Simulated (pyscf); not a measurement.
Thermochemistry of product channels of Cl–BH–Cl (SMILES ClBCl) on the singlet surface, in kcal/mol, from CCSD(T)/def2-TZVPP + ΔMP2(QZVPP) energies (ideal gas, 1 atm, RRHO with modes under 100 cm⁻¹ raised to 100, one conformer, R ln 2 for rigid chiral ones). PySCF, gas phase, ωB97X-D3(BJ)/def2-SVP geometries. MP2 and CC: frozen core, UHF for open shells. ΔMP2 is the change of the MP2 total energy from the triple- to the quadruple-zeta basis.

| products | ΔE | ΔH(298 K) | ΔG(298 K) | ΔG(1200 K) |
|---|---|---|---|---|
| Cl–Cl (SMILES ClCl) + BH (SMILES [BH]) [singlet] | +167.9 | +164.2 | +155.1 | +126.7 |
| HCl (SMILES Cl) + B–Cl (SMILES [B]Cl) [singlet] | +81.7 | +79.2 | +69.8 | +40.8 |

These are energies of the channels, which say nothing of barriers. The CCSD(T) − MP2 part came from Ansatz, without density fitting, on the same reference.
